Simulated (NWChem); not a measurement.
# One shape, several levels: triplet C3H5F

Wanted: a comparison of 6 runs (UB3LYP/def2-SVP, UBHLYP/def2-SVP, UCAM-B3LYP/def2-SVP, UM06-2X/def2-SVP, UM06-L/def2-SVP, UPBE0/def2-SVP) of triplet C3H5F. 

Program for the calculation: NWChem 7.3.0.

## (1) Starting point

The species is C3H5F (9 atoms), meant as a triplet with charge 0. As SMILES of the parent species, `C=CCF`. The coordinates come from a PBE0-D4/def2-TZVP relaxation. That shape belongs to the parent species and isn't relaxed for this state.

Bond lengths: C1–C2 1.324 Å, C2–C3 1.486 Å, C3–F4 1.387 Å, C1–H5 1.084 Å, C1–H6 1.086 Å, C2–H7 1.087 Å, C3–H8 1.096 Å, C3–H9 1.094 Å. Some angles: C1–C2–C3 123.6°, C2–C3–F4 110.3°, C1–C2–H7 120.6°, C3–C2–H7 115.9°, C2–C1–H5 121.7°, C2–C1–H6 121.3°, C2–C3–H8 111.1°, C2–C3–H9 111.2°, F4–C3–H8 106.9°, F4–C3–H9 108.2°.

## (2) A single-point energy at UB3LYP/def2-SVP (run 1)

File m1.nw:

```
start m1
memory total 2200 mb
geometry units angstrom noautosym nocenter noautoz
C    -0.578000    1.122500   -0.608000
C     0.352500    0.215400   -0.353400
C     0.200500   -0.852800    0.668500
F     0.430500   -2.098200    0.102300
H    -0.422500    1.909200   -1.336700
H    -1.531700    1.114000   -0.089100
H     1.299800    0.230700   -0.886500
H     0.929800   -0.730800    1.477200
H    -0.806800   -0.852300    1.094700
end
basis "ao basis" spherical bse
* library def2-SVP
end
dft
xc b3lyp
mult 3
grid xfine
convergence energy 1e-08
iterations 100
mulliken
end
task dft
```

Command:

```sh
$ nwchem m1.nw > m1.out
```

The log of the run:

```text
[...]
          Wavefunction type:  spin polarized.
          No. of atoms     :     9
          No. of electrons :    32
[...]
          Charge           :     0
          Spin multiplicity:     3
[...]
          AO basis - number of functions:    81
[...]
              XC Information
              --------------
                         B3LYP Method XC Potential
                     Hartree-Fock (Exact) Exchange  0.200
                        Slater Exchange Functional  0.800 local
                    Becke 1988 Exchange Functional  0.720 non-local
              Lee-Yang-Parr Correlation Functional  0.810
                  VWN I RPA Correlation Functional  0.190 local
[...]
 d= 0,ls=0.0,diis     1   -216.7326909157 -3.31D+02  6.98D-03  1.28D-01     6.9
[...]
 d= 0,ls=0.0,diis    11   -216.8063797506 -6.65D-09  4.14D-07  3.09D-10    74.9
[...]
         Total DFT energy =     -216.806379750554
      One electron energy =     -522.747000611864
           Coulomb energy =      220.008273019508
    Exchange-Corr. energy =      -28.648268704292
 Nuclear repulsion energy =      114.580616546095
[...]
      Total Density - Mulliken Population Analysis
     ---------------------------------------------
    Atom       Charge   Shell Charges
 -----------   ------   -------------------------------------------------------
    1 C    6     6.02   1.99  0.90  0.24  2.09  0.78  0.03
    2 C    6     6.13   1.99  0.92  0.27  2.12  0.80  0.04
    3 C    6     5.65   1.99  0.93  0.04  2.04  0.59  0.07
    4 F    9     9.28   1.99  1.13  0.80  3.35  2.01  0.01
    5 H    1     0.97   0.74  0.20  0.03
    6 H    1     0.98   0.74  0.21  0.03
    7 H    1     0.98   0.75  0.21  0.02
    8 H    1     0.99   0.76  0.21  0.02
    9 H    1     1.01   0.77  0.22  0.02
[...]
      <S2> =      2.0061 (Exact =     2.0000)
[...]
```

Wall time 76 s (1 thread of Intel Xeon Platinum 8259CL at 2.50GHz (Skylake/Cascade Lake), shared host); peak memory 0.14 GiB.

## (3) A single-point energy at UBHLYP/def2-SVP (run 2)

File c3h5f.xyz:

```xyz
9

C     -0.578000     1.122500    -0.608000
C      0.352500     0.215400    -0.353400
C      0.200500    -0.852800     0.668500
F      0.430500    -2.098200     0.102300
H     -0.422500     1.909200    -1.336700
H     -1.531700     1.114000    -0.089100
H      1.299800     0.230700    -0.886500
H      0.929800    -0.730800     1.477200
H     -0.806800    -0.852300     1.094700
```

File run.py:

```python
from ase.io import read
from ase.calculators.nwchem import NWChem

system = read('c3h5f.xyz')

calc = NWChem(
    label='c3h5f',
    theory='dft',
    memory='2200 mb',
    basis='def2-SVP',
    basispar='spherical bse',
    dft={'xc': 'bhlyp', 'mult': '3', 'grid': 'xfine', 'convergence': 'energy 1e-08', 'iterations': '100', 'mulliken': None},
    task='energy',
)
system.calc = calc

print("Total energy (eV):", round(system.get_potential_energy(), 6))
```

Command:

```sh
$ export ASE_NWCHEM_COMMAND="nwchem PREFIX.nwi > PREFIX.nwo"
$ python run.py
```

The log of the run:

```text
Total energy (eV): -5896.664682
```

The calculator wrote c3h5f.nwi:

```
title "c3h5f"

permanent_dir c3h5f

scratch_dir c3h5f

start c3h5f

geometry units angstrom nocenter noautosym noautoz
  C  -5.7799999999999996e-01 1.1225000000000001e+00 -6.0799999999999998e-01
  C  3.5249999999999998e-01 2.1540000000000001e-01 -3.5339999999999999e-01
  C  2.0050000000000001e-01 -8.5280000000000000e-01 6.6849999999999998e-01
  F  4.3049999999999999e-01 -2.0981999999999998e+00 1.0230000000000000e-01
  H  -4.2249999999999999e-01 1.9092000000000000e+00 -1.3367000000000000e+00
  H  -1.5317000000000001e+00 1.1140000000000001e+00 -8.9099999999999999e-02
  H  1.2998000000000001e+00 2.3069999999999999e-01 -8.8649999999999995e-01
  H  9.2979999999999996e-01 -7.3080000000000001e-01 1.4772000000000001e+00
  H  -8.0679999999999996e-01 -8.5229999999999995e-01 1.0947000000000000e+00
end

memory 2200 mb

basis spherical bse noprint
   * library def2-SVP
end

dft
  xc bhlyp
  mult 3
  grid xfine
  convergence energy 1e-08
  iterations 100
  mulliken
end

task dft energy
```

c3h5f.nwo:

```text
Northwest Computational Chemistry Package (NWChem) 7.3.0
             --------------------------------------------------------

           Job information
           ---------------

    nwchem branch   = 7.3.0
    use scalapack   = T
    input           = c3h5f.nwi
    prefix          = c3h5f.
    data base       = c3h5f/c3h5f.db
    status          = startup
    nproc           =        1

           Memory information
           ------------------

    heap     =     72089598 doubles =      550.0 Mbytes
    stack    =     72089595 doubles =      550.0 Mbytes
    global   =    144179200 doubles =     1100.0 Mbytes (distinct from heap & stack)
    total    =    288358393 doubles =     2200.0 Mbytes
    verify   = yes
    hardfail = no

           Directory information
           ---------------------

  0 permanent = c3h5f
  0 scratch   = c3h5f

                                NWChem Input Module
                                -------------------

                                       c3h5f
                                       -----

[... 25 lines left out ...]
            Nuclear Dipole moment (a.u.)
[... 67 lines left out ...]
  convergence criterion.
[... 16 lines left out ...]
          Convergence on density requested:  1.00D-05
[... 22 lines left out ...]
          Spatial weights used:  Erf1
[... 3 lines left out ...]
          Convergence aids based upon iterative change in
[... 89 lines left out ...]
         Total DFT energy =     -216.698431922808
[... 1 line left out ...]
           Coulomb energy =      220.002095295542
[... 1 line left out ...]
 Nuclear repulsion energy =      114.580616546095
[... 578 lines left out ...]
                     DFT Final Beta Molecular Orbital Analysis
[... 651 lines left out ...]
   alpha     71     72     73     74     75     76     77     78     79     80
    beta     71     72     73     74     75     76     77     78     79     80
 overlap   0.997  0.984  0.987  0.998  0.999  1.000  1.000  1.000  1.000  1.000

   alpha     81
    beta     81
 overlap   1.000

     --------------------------
     Expectation value of S2:
     --------------------------
      <S2> =      2.0083 (Exact =     2.0000)

 center of mass
 --------------
 x =   0.23113438 y =  -1.01847238 z =  -0.04122166

 moments of inertia (a.u.)
 ------------------
         408.272504209991          86.961399020839         -19.166092064643
          86.961399020839         113.756372912222          91.542781376575
         -19.166092064643          91.542781376575         397.217672262830

     Multipole analysis of the density
     ---------------------------------

     L   x y z        total         alpha         beta         nuclear
     -   - - -        -----         -----         ----         -------
     0   0 0 0     -0.000000    -17.000000    -15.000000     32.000000

     1   1 0 0     -0.093899     -2.867026     -3.260957      6.034084
[... 8 lines of this table left out ...]
     2   0 0 2    -17.114250    -31.863355    -27.046455     41.795559

 Task  times  cpu:       77.2s     wall:       77.2s
 Total times  cpu:       77.2s     wall:       77.2s
```

It took 79 s on 1 thread of Intel Xeon Platinum 8259CL at 2.50GHz (Skylake/Cascade Lake), shared host; peak memory 0.13 GiB.

Runs 3 to 4 aren't shown in full; the table further down has their settings and results.

## (4) The energy at UM06-L/def2-SVP (run 5)

File sp.xyz:

```xyz
9

C     -0.578000     1.122500    -0.608000
C      0.352500     0.215400    -0.353400
C      0.200500    -0.852800     0.668500
F      0.430500    -2.098200     0.102300
H     -0.422500     1.909200    -1.336700
H     -1.531700     1.114000    -0.089100
H      1.299800     0.230700    -0.886500
H      0.929800    -0.730800     1.477200
H     -0.806800    -0.852300     1.094700
```

File sp.nw:

```
START sp
memory 2200 mb
GEOMETRY noautosym nocenter noautoz
load format xyz sp.xyz
END
BASIS "ao basis" spherical bse
* library def2-SVP
END
DFT
xc m06-l
mult 3
grid xfine
convergence energy 1e-08
maxiter 100
mulliken
END
TASK dft energy
```

Command:

```sh
$ nwchem sp.nw > sp.out
```

The log of the run:

```text
[...]
          Wavefunction type:  spin polarized.
          No. of atoms     :     9
          No. of electrons :    32
[...]
          Charge           :     0
          Spin multiplicity:     3
[...]
          AO basis - number of functions:    81
[...]
              XC Information
              --------------
                        M06-L Method XC Functional
                         M06-L Exchange Functional  1.000
                       M06-L Correlation Potential  1.000
[...]
 d= 0,ls=0.0,diis     1   -216.7027413232 -3.31D+02  7.63D-03  1.16D-01    10.6
[...]
 d= 0,ls=0.0,diis    12   -216.7733269441 -5.50D-09  5.55D-07  1.34D-09   117.8
[...]
         Total DFT energy =     -216.773326944125
      One electron energy =     -522.678926983776
           Coulomb energy =      219.955644910735
    Exchange-Corr. energy =      -28.630661417179
 Nuclear repulsion energy =      114.580616546095
[...]
      Total Density - Mulliken Population Analysis
     ---------------------------------------------
    Atom       Charge   Shell Charges
 -----------   ------   -------------------------------------------------------
    1 C    6     6.13   1.99  0.89  0.33  2.07  0.81  0.03
    2 C    6     6.19   1.99  0.92  0.33  2.10  0.81  0.04
    3 C    6     5.66   1.99  0.94  0.09  2.01  0.57  0.07
    4 F    9     9.31   1.99  1.16  0.79  3.31  2.05  0.01
    5 H    1     0.92   0.75  0.14  0.03
    6 H    1     0.93   0.75  0.15  0.03
    7 H    1     0.93   0.76  0.15  0.02
    8 H    1     0.96   0.78  0.16  0.02
    9 H    1     0.97   0.78  0.16  0.02
[...]
      <S2> =      2.0120 (Exact =     2.0000)
[...]
```

Wall time 2 min (1 thread of Intel Xeon Platinum 8259CL at 2.50GHz (Skylake/Cascade Lake), shared host); peak memory 0.13 GiB.

## (5) A single-point energy at UPBE0/def2-SVP (run 6)

c3h5f.xyz: that of step 3 with these lines changed.

```diff
@@ -1,3 +1,3 @@
 9
-
+C3H5F
 C     -0.578000     1.122500    -0.608000
```

File run.py:

```python
from ase.io import read
from ase.calculators.nwchem import NWChem

molecule = read('c3h5f.xyz')

calc = NWChem(
    label='c3h5f',
    theory='dft',
    memory='2200 mb',
    basis='def2-SVP',
    basispar='spherical bse',
    dft={'xc': 'pbe0', 'mult': '3', 'grid': 'xfine', 'convergence': 'energy 1e-08', 'iterations': '100', 'mulliken': None},
    task='energy',
)
molecule.calc = calc

print("Total energy (eV):", round(molecule.get_potential_energy(), 6))
```

Command:

```sh
$ export ASE_NWCHEM_COMMAND="nwchem PREFIX.nwi > PREFIX.nwo"
$ python run.py
```

The log of the run:

```text
Total energy (eV): -5893.138769
```

The calculator wrote c3h5f.nwi:

```
title "c3h5f"

permanent_dir c3h5f

scratch_dir c3h5f

start c3h5f

geometry units angstrom nocenter noautosym noautoz
  C  -5.7799999999999996e-01 1.1225000000000001e+00 -6.0799999999999998e-01
  C  3.5249999999999998e-01 2.1540000000000001e-01 -3.5339999999999999e-01
  C  2.0050000000000001e-01 -8.5280000000000000e-01 6.6849999999999998e-01
  F  4.3049999999999999e-01 -2.0981999999999998e+00 1.0230000000000000e-01
  H  -4.2249999999999999e-01 1.9092000000000000e+00 -1.3367000000000000e+00
  H  -1.5317000000000001e+00 1.1140000000000001e+00 -8.9099999999999999e-02
  H  1.2998000000000001e+00 2.3069999999999999e-01 -8.8649999999999995e-01
  H  9.2979999999999996e-01 -7.3080000000000001e-01 1.4772000000000001e+00
  H  -8.0679999999999996e-01 -8.5229999999999995e-01 1.0947000000000000e+00
end

memory 2200 mb

basis spherical bse noprint
   * library def2-SVP
end

dft
  xc pbe0
  mult 3
  grid xfine
  convergence energy 1e-08
  iterations 100
  mulliken
end

task dft energy
```

c3h5f.nwo:

```text
Northwest Computational Chemistry Package (NWChem) 7.3.0
             --------------------------------------------------------

           Job information
           ---------------

    nwchem branch   = 7.3.0
    use scalapack   = T
    input           = c3h5f.nwi
    prefix          = c3h5f.
    data base       = c3h5f/c3h5f.db
    status          = startup
    nproc           =        1

           Memory information
           ------------------

    heap     =     72089598 doubles =      550.0 Mbytes
    stack    =     72089595 doubles =      550.0 Mbytes
    global   =    144179200 doubles =     1100.0 Mbytes (distinct from heap & stack)
    total    =    288358393 doubles =     2200.0 Mbytes
    verify   = yes
    hardfail = no

           Directory information
           ---------------------

  0 permanent = c3h5f
  0 scratch   = c3h5f

                                NWChem Input Module
                                -------------------

                                       c3h5f
                                       -----

[... 25 lines left out ...]
            Nuclear Dipole moment (a.u.)
[... 67 lines left out ...]
  convergence criterion.
[... 16 lines left out ...]
          Convergence on density requested:  1.00D-05
[... 22 lines left out ...]
          Spatial weights used:  Erf1
[... 3 lines left out ...]
          Convergence aids based upon iterative change in
[... 89 lines left out ...]
         Total DFT energy =     -216.568857001914
[... 1 line left out ...]
           Coulomb energy =      219.947205797478
[... 1 line left out ...]
 Nuclear repulsion energy =      114.580616546095
[... 578 lines left out ...]
                     DFT Final Beta Molecular Orbital Analysis
[... 650 lines left out ...]
   alpha     71     72     73     74     75     76     77     78     79     80
    beta     71     72     73     74     75     76     77     78     79     80
 overlap   0.995  0.970  0.976  0.995  0.998  1.000  1.000  0.999  1.000  1.000

   alpha     81
    beta     81
 overlap   1.000

     --------------------------
     Expectation value of S2:
     --------------------------
      <S2> =      2.0076 (Exact =     2.0000)

 center of mass
 --------------
 x =   0.23113438 y =  -1.01847238 z =  -0.04122166

 moments of inertia (a.u.)
 ------------------
         408.272504209991          86.961399020839         -19.166092064643
          86.961399020839         113.756372912222          91.542781376575
         -19.166092064643          91.542781376575         397.217672262830

     Multipole analysis of the density
     ---------------------------------

     L   x y z        total         alpha         beta         nuclear
     -   - - -        -----         -----         ----         -------
     0   0 0 0     -0.000000    -17.000000    -15.000000     32.000000

     1   1 0 0     -0.082732     -2.865024     -3.251792      6.034084
[... 8 lines of this table left out ...]
     2   0 0 2    -17.128931    -31.905370    -27.019121     41.795559

 Task  times  cpu:       78.8s     wall:       78.8s
 Total times  cpu:       78.8s     wall:       78.8s
```

It took 80 s on 1 thread of Intel Xeon Platinum 8259CL at 2.50GHz (Skylake/Cascade Lake), shared host; peak memory 0.14 GiB.

## (6) Overview of the runs

```tsv
run	level	energy (Eh)	dipole moment (D)	HOMO energy (eV)	⟨S²⟩	wall time
1	UB3LYP/def2-SVP	-216.806380	1.79	-3.25	2.006	76 s
2	UBHLYP/def2-SVP	-216.698432	1.98	-4.70	2.008	79 s
3	UCAM-B3LYP/def2-SVP	-216.709921	1.85	–	2.006	2 min
4	UM06-2X/def2-SVP	-216.700768	1.93	-4.53	2.009	1.9 min
5	UM06-L/def2-SVP	-216.773327	1.79	-2.49	2.012	2 min
6	UPBE0/def2-SVP	-216.568857	1.84	-3.61	2.008	80 s
```

## (7) What came out

| quantity | value |
| --- | --- |
| run 6: total energy | -216.56886 Eh |
| run 6: dipole moment | 1.84 D |
| run 6: HOMO energy (highest over α and β) | -3.61 eV |
| run 6: ⟨S²⟩ | 2.008 |

In words: The dipole moment (its size) runs from 1.79 D (UB3LYP/def2-SVP) to 1.98 D (UBHLYP/def2-SVP). Totals of different functionals can't be ranked against each other. All runs together took 9.7 min, the longest 2 min.
